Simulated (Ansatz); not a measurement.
# HBS (hydrogen boron sulfide): CCSD(T)/STO-3G

What is the energy change on altering one bond length of HBS (hydrogen boron sulfide) at CCSD(T)/STO-3G? 

The calculation is run with Ansatz 0.2.0.

63 further runs of the same task are left out: 8 that didn't finish, 55 set aside as unsound or not needed.

### 1 The molecule

HBS: 3 atoms, total charge 0, spin state singlet. As SMILES, `B=S`. Geometry: relaxed at PBE0-D4/def2-TZVP.

Bond lengths: B1–S2 1.598 Å, B1–H3 1.175 Å. Angles: S2–B1–H3 180.0°.

### 2 The energy at CCSD(T)/STO-3G

run.yaml

```yaml
crystal:
  periodic: [false, false, false]
  atoms:
    - symbol: B
      position_ang: [-0.038660, -0.014560, 0.134750]
    - symbol: S
      position_ang: [0.399170, 0.147640, -1.393290]
    - symbol: H
      position_ang: [-0.360510, -0.133080, 1.258530]
basis:
  gaussian: {orbitals: STO-3G}
total_charge: 0
correlation: {method: ccsd_t, frozen_orbitals: {B: 1, H: 0, S: 5}}
accuracy: high
scf: {omitted_lower_state_checks: [cluster_reference, increment]}
```

Run with:

```sh
$ ansatz run run.yaml --threads 1 --pin off --max-ram 3480MiB --events-out events.jsonl --progress --plain --runs-dir runs
```

Output, shortened:

```text
Warning: RAYON_NUM_THREADS=1 ignored (pool sized by the plan → 1); use --threads N
Functional definition: HF
  name "HF"
[...]
243 factors; integrals over basis functions are off by at most 1.6e-8 eV
[...]
mean field -11377.62297392 eV, -418.1199322617 hartree, gradient 4.1e-8 eV, S^2 0.000000; 0 other end points of the search recorded, 0 dependent functions left out
6 core orbitals not correlated: weight in the atoms' cores, before any rotation towards them, 1.000 or more for the frozen orbitals, at most 0.000 for the correlated occupied ones
reference -11377.62297392 eV, -418.1199322617 hartree; 5, 5 occupied and 4, 4 virtual orbitals, 243 factors
second order -2.81174840 eV of doubles, -0.00000000 eV of singles
cycle   1  -2.71581252 eV  change    9.6e-2 eV  update   1.3e-1
[...]
cycle  17  -3.05081202 eV  change  -9.9e-11 eV  update  6.4e-10
perturbative correction -0.17300002 eV, -0.0063576335 hartree
Total energy: -11380.84678597 eV, -418.2384051692 hartree
Checks for a lower state left out: cluster_reference, increment
```

It took 0.14 s on 1 thread of Arm Neoverse V1, shared host.

### 3 The distorted shape

input.yaml

```yaml
crystal:
  periodic: [false, false, false]
  atoms:
    - symbol: B
      position_ang: [-0.148110, -0.055107, 0.516733]
    - symbol: S
      position_ang: [0.399170, 0.147640, -1.393290]
    - symbol: H
      position_ang: [-0.469960, -0.173627, 1.640513]
basis:
  gaussian:
    orbitals: STO-3G
correlation:
  method: ccsd_t
  frozen_orbitals: {B: 1, H: 0, S: 5}
accuracy: high
scf:
  omitted_lower_state_checks: [cluster_reference, increment]
```

Run with:

```sh
$ ansatz run input.yaml --threads 1 --pin off --max-ram 3480MiB --events-out events.jsonl --progress --plain --runs-dir runs
```

Output, shortened:

```text
Warning: RAYON_NUM_THREADS=1 ignored (pool sized by the plan → 1); use --threads N
[... 2 set-up lines as earlier in the session ...]
[...]
239 factors; integrals over basis functions are off by at most 1.3e-8 eV
[...]
mean field -11373.84125000 eV, -417.9809564711 hartree, gradient 1.5e-8 eV, S^2 0.000000; 0 other end points of the search recorded, 0 dependent functions left out; unrestricted orbitals would lower it
6 core orbitals not correlated: weight in the atoms' cores, before any rotation towards them, 1.000 or more for the frozen orbitals, at most 0.000 for the correlated occupied ones
reference -11373.84125000 eV, -417.9809564711 hartree; 5, 5 occupied and 4, 4 virtual orbitals, 239 factors
second order -3.14922551 eV of doubles, -0.00000000 eV of singles
cycle   1  -2.61359641 eV  change    5.4e-1 eV  update   2.9e-1
[...]
cycle  22  -3.56419570 eV  change  -4.0e-10 eV  update  8.9e-10
perturbative correction -0.55567890 eV, -0.0204208229 hartree
Total energy: -11377.96112460 eV, -418.1323590700 hartree
Checks for a lower state left out: cluster_reference, increment
```

It took 0.16 s on 1 thread of Arm Neoverse V1, shared host.

### 4 Summary of results

Level: CCSD(T)/STO-3G, 6 core orbitals frozen.

```
                                                         quantity          value
                                        first shape: total energy  -418.23841 Eh
         first shape: correlation energy (6 core orbitals frozen)     -118.5 mEh
                                      first shape: (T) correction      -6.36 mEh
                                       first shape: T1 diagnostic          0.031
                                    distorted shape: total energy  -418.13236 Eh
     distorted shape: correlation energy (6 core orbitals frozen)     -151.4 mEh
                                  distorted shape: (T) correction     -20.42 mEh
                                   distorted shape: T1 diagnostic          0.083
energy change with the B1–S2 bond stretched from 1.598 to 1.997 Å       2.886 eV
```

What this shows: With the B1–S2 bond stretched from 1.598 to 1.997 Å the energy rises by 2.89 eV (278 kJ/mol). The first shape isn't relaxed at this level, so the change isn't measured from a minimum. The minimal basis adds a large error of its own. The T1 diagnostic (first shape) of 0.031 is above the customary mark for such species, so a single reference may not serve. The triples (first shape) make up 5.4 % of the correlation energy. The T1 diagnostic (distorted shape) of 0.083 is above the customary mark for such species, so a single reference may not serve. The restricted solution (distorted shape) is unstable to spin breaking: an unrestricted one lies lower. The triples (distorted shape) make up 13.5 % of the correlation energy.
